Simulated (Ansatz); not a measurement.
A nudged elastic band was laid between two geometries of FH3OSi (6 atoms, charge 0, multiplicity 1).

Method: Ansatz 0.2.0, RKS r2SCANh/def2-SVP.

| Item | Value |
| --- | --- |
| movable images | 9 |
| climbing image | yes |
| spring | 5.0 eV/Å² |
| optimiser | quadratic models (default) |
| start path | through a guess of the saddle point |
| force threshold | 0.03 eV/Å |
| iteration limit | 60 |
| end points | relaxed |

Image 0:

```xyz
6
Properties=species:S:1:pos:R:3
Si 0.317 -0.012 0.078
O 0.581 -0.163 1.695
H -0.172 -0.111 2.290
H 1.648 0.033 -0.558
H -0.530 1.166 -0.240
F -0.484 -1.300 -0.489
```

Image 10:

```xyz
6
Properties=species:S:1:pos:R:3
Si 0.002 0.217 -0.736
O 0.955 0.164 1.115
H 0.352 -0.368 1.659
H 1.775 -0.346 1.057
H -1.004 1.159 -0.054
F -0.721 -1.213 -0.266
```

(1) Which bonds break or form, and what moves?

(2) What energy profile does the band end with?

(3) What is the geometry of the highest image?

Answers

(1) Bonds broken: Si1–H4. Bonds formed: O2–H4.

(2) It converged. The highest image is number 7 of 0 to 10, 79.8 kcal/mol above the first end and 23.0 kcal/mol above the last; the last end lies 56.8 kcal/mol above the first. The profile has 2 maxima (images 2, 7) with wells between them (image 3): this band takes more than one step, which may be the mechanism or a detour left from its start path. Neighbouring images differ by up to 1.6 eV, so the band resolves the path poorly. A vibrational analysis at the climbing image gives one clearly imaginary mode, 1411i cm⁻¹: a first-order saddle point. The orbitals stay closed-shell, which can raise the energy where a bond breaks towards radicals; this wasn't checked here.

| image | path coordinate (Å) | energy (kcal/mol) | Si1–H4 (Å) | O2–H4 (Å) |
| --- | --- | --- | --- | --- |
| 0 | 0.00 | 0.0 | 1.48 | 2.50 |
| 1 | 0.38 | 0.7 | 1.48 | 2.51 |
| 2 | 0.77 | 1.2 | 1.48 | 2.58 |
| 3 | 1.15 | 0.3 | 1.49 | 2.62 |
| 4 | 1.54 | 2.4 | 1.48 | 2.44 |
| 5 | 1.92 | 18.7 | 1.48 | 2.10 |
| 6 | 2.31 | 55.4 | 1.50 | 1.69 |
| 7 | 2.69 | 79.8 | 1.63 | 1.28 |
| 8 | 3.16 | 63.6 | 2.08 | 0.98 |
| 9 | 3.62 | 57.4 | 2.51 | 0.97 |
| 10 | 4.08 | 56.8 | 2.58 | 0.97 |

(3) 
```xyz
6
Properties=species:S:1:pos:R:3:forces:R:3
Si 0.178 0.074 -0.351 0.01 0.01 0.00
O 0.681 0.194 1.472 0.01 0.01 0.01
H 0.550 -0.664 1.908 0.00 -0.01 -0.01
H 1.530 -0.035 0.545 -0.01 0.00 0.00
H -0.742 1.251 -0.511 0.00 0.00 0.00
F -0.838 -1.207 -0.288 -0.01 -0.01 0.00
```

Run time: 5.6 min on 1 thread of Arm Neoverse V1 (shared host), peak memory 0.12 GiB.
